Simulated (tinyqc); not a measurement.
UHF in the sto-3g basis, for NH, spin multiplicity 3, step by step (part 2 of 2). Computed by tinyqc, a small Python program that keeps every step (integrals from PySCF). Command: `OMP_NUM_THREADS=1 python tinyqc.py 29639 29640 out.jsonl` (the two numbers bound the seeds that draw the settings). One thread of a shared host (Intel(R) Xeon(R) Processor @ 2.60GHz), about 0.1 s of CPU time with the checks.

Geometry (angstrom):
```
atom       x       y       z
N     0.0000  0.0000  0.0000
H     0.0000  0.0000  1.1750
```

## Convergence

Stop when the energy changes by less than 1e-09 hartree and every element of the error matrix X^T (F D S - S D F) X (for each spin) is below 9e-06.

Course of the cycle:
```
iteration  E (hartree)     change  largest element of the error matrix
1           -33.352238          -                             7.05e+00
2           -53.766560  -2.04e+01                             2.78e-01
3           -54.083646  -3.17e-01                             6.40e-02
4           -54.123166  -3.95e-02                             6.87e-02
5           -54.155016  -3.18e-02                             6.62e-02
6           -54.185530  -3.05e-02                             5.98e-02
7           -54.210832  -2.53e-02                             5.07e-02
8           -54.229131  -1.83e-02                             4.08e-02
9           -54.241054  -1.19e-02                             3.16e-02
10          -54.248284  -7.23e-03                             2.39e-02
11          -54.252468  -4.18e-03                             1.78e-02
12          -54.254820  -2.35e-03                             1.31e-02
13          -54.256120  -1.30e-03                             9.61e-03
14          -54.256830  -7.10e-04                             7.01e-03
...                ...        ...                                  ...
25          -54.257671  -8.70e-07                             2.17e-04
26          -54.257671  -4.80e-07                             1.69e-04
27          -54.257671  -2.66e-07                             1.31e-04
28          -54.257672  -1.48e-07                             1.02e-04
29          -54.257672  -8.29e-08                             7.92e-05
30          -54.257672  -4.66e-08                             6.15e-05
31          -54.257672  -2.63e-08                             4.78e-05
32          -54.257672  -1.49e-08                             3.72e-05
33          -54.257672  -8.52e-09                             2.89e-05
34          -54.257672  -4.88e-09                             2.24e-05
35          -54.257672  -2.81e-09                             1.74e-05
36          -54.257672  -1.62e-09                             1.35e-05
37          -54.257672  -9.42e-10                             1.05e-05
38          -54.257672  -5.49e-10                             8.18e-06
```

PySCF UHF in the same basis, after a stability check = -54.257672 hartree

Converged in 38 iterations.

## Populations, bond orders and dipole

D(alpha) after iteration 38, order 1N 1s, 1N 2s, 1N 2px, 1N 2py, 1N 2pz, 2H 1s:
```
[[1.0570, -0.2438, 0.0000, 0.0000, 0.0342, -0.0036],
 [-0.2438, 1.0596, 0.0000, 0.0000, -0.1846, -0.0561],
 [0.0000, 0.0000, 1.0000, 0.0000, 0.0000, 0.0000],
 [0.0000, 0.0000, 0.0000, 1.0000, 0.0000, 0.0000],
 [0.0342, -0.1846, 0.0000, 0.0000, 0.5176, 0.3585],
 [-0.0036, -0.0561, 0.0000, 0.0000, 0.3585, 0.2536]]
```

D(beta) after iteration 38, order 1N 1s, 1N 2s, 1N 2px, 1N 2py, 1N 2pz, 2H 1s:
```
[[1.0545, -0.2326, 0.0000, 0.0000, 0.0544, -0.0107],
 [-0.2326, 1.0134, 0.0000, 0.0000, -0.2698, -0.0562],
 [0.0000, 0.0000, 0.0000, 0.0000, 0.0000, 0.0000],
 [0.0000, 0.0000, 0.0000, 0.0000, 0.0000, 0.0000],
 [0.0544, -0.2698, 0.0000, 0.0000, 0.3615, 0.3720],
 [-0.0107, -0.0562, 0.0000, 0.0000, 0.3720, 0.4435]]
```

overlap S, order 1N 1s, 1N 2s, 1N 2px, 1N 2py, 1N 2pz, 2H 1s:
```
[[1.0000, 0.2350, 0.0000, 0.0000, 0.0000, 0.0398],
 [0.2350, 1.0000, 0.0000, 0.0000, 0.0000, 0.3987],
 [0.0000, 0.0000, 1.0000, 0.0000, 0.0000, 0.0000],
 [0.0000, 0.0000, 0.0000, 1.0000, 0.0000, 0.0000],
 [0.0000, 0.0000, 0.0000, 0.0000, 1.0000, 0.3792],
 [0.0398, 0.3987, 0.0000, 0.0000, 0.3792, 1.0000]]
```

Mulliken: Z minus the diagonal of D S on the atom; Loewdin: the same with S^(1/2) D S^(1/2); Mayer order: 2 sum_s sum (D(s) S)_ij (D(s) S)_ji over the two atoms.

Charges (e):
```
atom  Mulliken  Loewdin  Mulliken spin
1N     -0.0713  -0.0427         2.1947
2H      0.0713   0.0427        -0.1947
```

Mayer bond orders:
```
pair   order
2-1   0.9570
```

dipole moment about the origin, x y z (debye): [0.0000, 0.0000, 1.1467]

<S^2> of the determinant (pure state: 2) = 2.0272
